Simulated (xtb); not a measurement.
xtb single point, GFN2-xTB, vacuum, on hydrogen chloride, HCl (SMILES Cl), charge 0, multiplicity 1.

```
xtb m.xyz --gfn 2 --chrg 0 --uhf 0 --norestart --sp

2

Cl     0.638136     0.000000     0.000000
H     -0.638136     0.000000     0.000000
```

The program's output:

```

          ...................................................
          :                      SETUP                      :
          :.................................................:
          :  # basis functions                  11          :
          :  # atomic orbitals                  10          :
          :  # shells                            4          :
          :  # electrons                         8          :
          :  max. iterations                   250          :
          :  Hamiltonian                  GFN2-xTB          :
          :  restarted?                      false          :
          :  GBSA solvation                  false          :
          :  PC potential                    false          :
          :  electronic temp.          300.0000000     K    :
          :  accuracy                    1.0000000          :
          :  -> integral cutoff          0.2500000E+02      :
          :  -> integral neglect         0.1000000E-07      :
          :  -> SCF convergence          0.1000000E-05 Eh   :
          :  -> wf. convergence          0.1000000E-03 e    :
          :  Broyden damping             0.4000000          :
          :  net charge                          0          :
          :  unpaired electrons                  0          :
          ...................................................

 iter      E             dE          RMSdq      gap      omega  full diag
   1     -5.0572236 -0.505722E+01  0.380E+00    9.17       0.0  T
   2     -5.0588783 -0.165469E-02  0.239E+00    9.02       1.0  T
   3     -5.0595433 -0.664999E-03  0.871E-01    8.93       1.0  T
   4     -5.0598011 -0.257796E-03  0.431E-01    9.02       1.0  T
   5     -5.0600726 -0.271477E-03  0.579E-02    9.17       1.2  T
   6     -5.0600760 -0.343576E-05  0.178E-02    9.19       4.0  T
   7     -5.0600761 -0.746570E-07  0.317E-03    9.18      22.3  T
   8     -5.0600761 -0.350684E-08  0.135E-04    9.19     525.7  T
   9     -5.0600761 -0.148592E-11  0.132E-05    9.19    5368.4  T

   *** convergence criteria satisfied after 9 iterations ***

         #    Occupation            Energy/Eh            Energy/eV
      -------------------------------------------------------------
         1        2.0000           -1.0638530             -28.9489
         2        2.0000           -0.5325393             -14.4911
         3        2.0000           -0.4410547             -12.0017
         4        2.0000           -0.4410547             -12.0017 (HOMO)
         5                         -0.1034864              -2.8160 (LUMO)
         6                          0.0115633               0.3147
         7                          0.0115633               0.3147
         8                          0.0178273               0.4851
         9                          0.0178273               0.4851
        10                          0.2101321               5.7180
      -------------------------------------------------------------
                  HL-Gap            0.3375683 Eh            9.1857 eV
             Fermi-level           -0.2722705 Eh           -7.4089 eV


         :::::::::::::::::::::::::::::::::::::::::::::::::::::
         ::                     SUMMARY                     ::
         :::::::::::::::::::::::::::::::::::::::::::::::::::::
         :: total energy              -5.052813274297 Eh    ::
         :: gradient norm              0.000469327788 Eh/a0 ::
         :: HOMO-LUMO gap              9.185700860770 eV    ::
         ::.................................................::
         :: SCC energy                -5.060076109570 Eh    ::
         :: -> isotropic ES            0.011817426077 Eh    ::
         :: -> anisotropic ES         -0.003417377593 Eh    ::
         :: -> anisotropic XC         -0.004725868284 Eh    ::
         :: -> dispersion             -0.000100136013 Eh    ::
         :: repulsion energy           0.007262835273 Eh    ::
         :: add. restraining           0.000000000000 Eh    ::
         :: total charge              -0.000000000000 e     ::
         :::::::::::::::::::::::::::::::::::::::::::::::::::::

           -------------------------------------------------
          |                Property Printout                |
           -------------------------------------------------

    * Orbital Energies and Occupations

         #    Occupation            Energy/Eh            Energy/eV
      -------------------------------------------------------------
         1        2.0000           -1.0638530             -28.9489
         2        2.0000           -0.5325393             -14.4911
         3        2.0000           -0.4410547             -12.0017
         4        2.0000           -0.4410547             -12.0017 (HOMO)
         5                         -0.1034864              -2.8160 (LUMO)
         6                          0.0115633               0.3147
         7                          0.0115633               0.3147
         8                          0.0178273               0.4851
         9                          0.0178273               0.4851
        10                          0.2101321               5.7180
      -------------------------------------------------------------
                  HL-Gap            0.3375683 Eh            9.1857 eV
             Fermi-level           -0.2722705 Eh           -7.4089 eV

     #   Z          covCN         q      C6AA      α(0)
     1  17 Cl       0.844    -0.331   109.753    16.027
     2   1 H        0.844     0.331     0.628     1.243

 Mol. C6AA /au·bohr⁶  :        126.977660
 Mol. C8AA /au·bohr⁸  :       4959.602864
 Mol. α(0) /au        :         17.269302

Wiberg/Mayer (AO) data.
largest (>0.10) Wiberg bond orders for each atom

 ---------------------------------------------------------------------------
     #   Z sym  total        # sym  WBO       # sym  WBO       # sym  WBO
 ---------------------------------------------------------------------------
     1  17 Cl   0.890 --     2 H    0.890
     2   1 H    0.890 --     1 Cl   0.890
 ---------------------------------------------------------------------------


molecular dipole:
                 x           y           z       tot (Debye)
 q only:       -0.799       0.000       0.000
   full:       -0.415       0.000      -0.000       1.054
molecular quadrupole (traceless):
                xx          xy          yy          xz          yz          zz
 q only:       -0.000       0.000       0.000       0.000       0.000       0.000
  q+dip:        1.248       0.000      -0.624      -0.000       0.000      -0.624
   full:        1.768       0.000      -0.884      -0.000      -0.000      -0.884

           -------------------------------------------------
          | TOTAL ENERGY               -5.052813274297 Eh   |
          | GRADIENT NORM               0.000469327788 Eh/α |
          | HOMO-LUMO GAP               9.185700860770 eV   |
           -------------------------------------------------
```

The total energy is -137.49 eV.
